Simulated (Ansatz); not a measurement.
# B₂H₂ (singlet): the correlation ladder at distance B1–H3 = 1.660 Å, 6-31G

An exercise on one series of results from a longer session: the logs are not shown, and one member is left open.

The runs use Ansatz 0.2.0, Gaussian basis; 6-31G, core rule «outside noble gas», up to 2 orbitals frozen.

Plan: UHF; CCSD(T) on RHF; CCSD(T) on UHF; BCCD(T) on RHF; CISD; CCSDT(Q) on RHF; CCSDT(Q) on UHF; CISDTQ; CCSDTQ on RHF; CASSCF and MRCISD+Q, 2 electrons in 2 orbitals; CASSCF and NEVPT2, 2 electrons in 2 orbitals; CASSCF and MRCISD+Q, 8 electrons in 10 orbitals; CASSCF and NEVPT4(SD), 8 electrons in 10 orbitals; CASSCF and NEVPT2, 8 electrons in 10 orbitals; Full CI.

15 further runs of the same task are left out: 10 that didn't finish, 5 set aside as unsound or not needed.

## What is computed

The geometry derives from a PBE0/def2-TZVP stationary point (not a proven minimum). One bond is set to the value named and the two fragments are kept rigid.

4 atoms, charge 0, spin multiplicity 1.

Atoms are counted from 1 here; the program's logs count them from 0.

Bond lengths: B1–B2 1.525 Å, B2–H4 1.176 Å. Angles: B1–B2–H4 180.0°.

Set-up of the first run:

in.yaml reads:

```yaml
crystal:
  periodic: [false, false, false]
  atoms:
    - {symbol: B, position_ang: [0.000000, 0.000000, 0.641454]}
    - {symbol: B, position_ang: [0.000000, 0.000000, -0.883587]}
    - {symbol: H, position_ang: [0.000000, 0.000000, 2.301454]}
    - {symbol: H, position_ang: [0.000000, 0.000000, -2.059321]}
basis:
  gaussian: {orbitals: 6-31G}
magnetization: {spin_polarized: true, initial_magnetization: 0}
hamiltonian: {xc: hf}
output: {orbitals: {seedname: orbitals}}
```

Started as:

```sh
$ ansatz run in.yaml --threads 1 --pin off --events-out ev --progress --plain --max-ram 2393MiB
```

Among the steps run: UHF; CCSD(T) on RHF; CCSD(T) on UHF; BCCD(T) on RHF; CISD; CCSDT(Q) on RHF; CCSDT(Q) on UHF; CISDTQ; CCSDTQ on RHF; CASSCF and MRCISD+Q, 2 electrons in 2 orbitals; CASSCF and NEVPT2, 2 electrons in 2 orbitals; CASSCF and MRCISD+Q, 8 electrons in 10 orbitals; CASSCF and NEVPT4(SD), 8 electrons in 10 orbitals; CASSCF and NEVPT2, 8 electrons in 10 orbitals; Full CI.

One table of the session follows, with a row left open; its other results are not shown here.

It belongs to the step «Misses and costs». 

```
            method  from FCI (meV)
               RHF         +3812.3
              RMP2         +1164.3
              CISD          +482.1
             RCCSD               ?
          RCCSD(T)          +131.6
           BCCD(T)          +132.2
            RCCSDT           +33.8
            CISDTQ           +59.6
         RCCSDT(Q)            -2.6
           RCCSDTQ            +1.6
    CASSCF valence          +742.9
    NEVPT2 valence          +216.6
NEVPT4(SD) valence           +32.2
    MRCISD valence           +17.2
  MRCISD+Q valence            +5.2
               FCI               0
```

Estimate the missing values for RCCSD.

The run gave: from FCI (meV): +238.4. In the column «from FCI (meV)» it lies between NEVPT2 valence (+216.6) and CISD (+482.1).

Not comparable, so not listed: CASSCF and MRCISD+Q, 2 electrons in 2 orbitals (they don't share determinant, frozen orbitals or solution with the rows shown, or repeat one).

Caveats from the session: The report flags that the cluster equations may have other roots. Left out of the table: CASSCF pair, NEVPT2 pair (the active space lost an orbital or holds another state than full CI finds). Left out of the table: UHF, UMP2, UCCSD, UCCSD(T), UCCSDT, UCCSDT(Q) (another determinant or state than the rows shown). The program flags RCCSDT(Q), RCCSDTQ as in doubt, so those rows may rest on another solution; read them beside their warnings. RCCSDT(Q) falls below full CI, which methods that aren't variational can do. Warnings in the runs' records: passed over end.
